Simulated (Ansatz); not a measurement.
A made-up structure of CH7BSi, closed shell:

```xyz
10
angstrom
B -1.2952 0.5006 -1.2295
Si 0.2562 0.6218 0.0422
C 0.7411 -0.9772 0.8947
H -1.8978 -0.5109 -1.4465
H -1.6553 1.4820 -1.8129
H -0.0879 1.6568 1.0657
H 1.4223 1.1612 -0.7234
H 0.4674 -0.6172 -0.6186
H 1.5883 -0.8275 1.5674
H -0.0926 -1.3702 1.4814
```

It is relaxed with PBE-D4/def2-SVP and then PBE0-D4/def2-TZVP (Ansatz 0.2.0). Atoms count as bonded within 1.22 times the sum of their covalent radii (H–H: 0.88 Å). The end point is not checked to be a true minimum.

(1) Does its bonding change? (Judge from chemistry; the calculation decides.)

Results:

(1) Computed: Yes. Formed: C3–H8; broken: Si2–H8.

Where it ends: The first stage lowers the energy by 4.40 eV in 12 steps. It ends as CH₇BSi ([BH2][SiH2][CH3]):
```
10
angstrom
B -1.3756 0.6517 -1.2645
Si 0.1919 0.7339 -0.0095
C 0.7125 -0.8961 0.7593
H -1.9656 -0.3568 -1.5257
H -1.7580 1.6558 -1.7923
H -0.1512 1.7141 1.0670
H 1.3389 1.3259 -0.7653
H 0.9909 -1.6165 -0.0134
H 1.5685 -0.7645 1.4246
H -0.1057 -1.3280 1.3405
```

Labels in which every atom is bracketed show which atoms are joined, not bond orders.

For scale, one of the runs: PBE0-D4/def2-TZVP relaxation, 141 basis functions, launched by `ansatz run in.yaml --threads 2 --pin off --events-out ev --progress --plain --max-ram 4352MiB`. Hardware: 2 CPU threads of an Arm Neoverse V2, shared host. Wall time about 14 s.
